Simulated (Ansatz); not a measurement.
A nudged elastic band was laid between two geometries of C3H6FN (11 atoms, charge 0, multiplicity 1).

Computed with Ansatz, RKS B3LYP-D4/6-31G*.

| Property | Result |
| --- | --- |
| movable images | 7 |
| climbing image | yes |
| spring | 5.0 eV/Å² |
| optimiser | quadratic models (default) |
| start path | through a guess of the saddle point |
| force threshold | 0.05 eV/Å |
| iteration limit | 60 |
| end points | relaxed |

Image 0:

```xyz
11
Properties=species:S:1:pos:R:3
C -1.835 0.753 -0.027
C -0.508 0.655 -0.126
F 0.273 1.728 0.130
N 0.254 -0.428 -0.528
C 1.493 -0.725 0.191
H -2.470 -0.111 -0.183
H -2.296 1.711 0.175
H -0.321 -1.244 -0.699
H 2.008 -1.540 -0.323
H 1.331 -1.013 1.242
H 2.137 0.156 0.169
```

Image 8:

```xyz
11
Properties=species:S:1:pos:R:3
C -1.333 0.813 0.481
C -0.576 0.620 -0.603
F -0.943 1.142 -1.795
N 0.630 -0.038 -0.726
C 1.102 -0.837 0.391
H -1.070 0.377 1.435
H -2.213 1.439 0.417
H 0.747 -0.462 -1.639
H 2.047 -1.309 0.113
H 0.387 -1.616 0.698
H 1.287 -0.185 1.251
```

Question: What changes between the two ends?

Answer: No bond is made or broken. The dihedral C1–C2–N4–H8 goes from -4 to 149°.

Question: Give the energies along the band, and the barrier.

Answer: The forces met the threshold. The highest image is number 4 of 0 to 8, 0.267 eV above the first end and 0.322 eV above the last; the last end lies 0.055 eV below the first. A vibrational analysis at the climbing image gives one clearly imaginary mode, 151i cm⁻¹: a first-order saddle point.

```
image  path coordinate (Å)  energy (eV)  dihedral C1–C2–N4–H8 (°)
    0                 0.00        0.000                        -4
    1                 0.63        0.027                         9
    2                 1.25        0.111                        25
    3                 1.88        0.215                        44
    4                 2.51        0.267                        68
    5                 3.07        0.214                        95
    6                 3.64        0.091                       118
    7                 4.21       -0.016                       136
    8                 4.77       -0.055                       149
```

Question: What is the geometry of the highest image?

Answer: 
```xyz
11
Properties=species:S:1:pos:R:3
C -1.525 0.671 0.292
C -0.441 0.788 -0.469
F -0.143 1.992 -1.016
N 0.503 -0.200 -0.799
C 1.223 -0.796 0.329
H -1.778 -0.284 0.738
H -2.171 1.519 0.489
H 0.101 -0.912 -1.400
H 1.963 -1.501 -0.060
H 0.577 -1.327 1.047
H 1.756 -0.008 0.869
```

Question: What are the harmonic wavenumbers there?

Answer: 151i, 203, 260, 447, 485, 549, 721, 755, 864, 890, 964, 1100, 1161, 1189, 1312, 1431, 1477, 1488, 1524, 1544, 1754, 2996, 3100, 3143, 3193, 3279, 3530 cm⁻¹.

Run time: 3.3 min on 1 thread of Arm Neoverse V2 (shared host), peak memory 0.17 GiB.
